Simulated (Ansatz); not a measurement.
C3H4F2 (`F[C@H]1C[C@@H]1F`), one more setting.

```yaml
crystal:
  periodic: [false, false, false]
  atoms:
    - {symbol: F, position_ang: [-0.868008, -0.494951, 1.676716]}
    - {symbol: C, position_ang: [-0.168397, 0.252548, 0.780961]}
    - {symbol: C, position_ang: [0.775900, -0.438424, -0.149970]}
    - {symbol: C, position_ang: [-0.512311, 0.133312, -0.649373]}
    - {symbol: F, position_ang: [-0.475642, 1.255759, -1.417072]}
    - {symbol: H, position_ang: [0.104614, 1.227183, 1.169407]}
    - {symbol: H, position_ang: [1.694709, 0.083374, -0.386858]}
    - {symbol: H, position_ang: [0.843649, -1.518182, -0.103785]}
    - {symbol: H, position_ang: [-1.306016, -0.546820, -0.937126]}
basis:
  gaussian: {orbitals: def2-mTZVP}
magnetization: {spin_polarized: true, initial_magnetization: 0}
hamiltonian: {xc: {name: HF}}
correlation: {active_space: {window: {electrons: 6, orbitals: 2}}}
```

```sh
$ ansatz run in.yaml --threads 2 --pin off --events-out ev --progress --plain --max-ram 32768MiB --backend cpu
```

It prints (some lines left out):

```
Error: invalid value for `correlation.active_space`: it starts from restricted Hartree–Fock orbitals; set hamiltonian.xc: hf without magnetization.spin_polarized
```
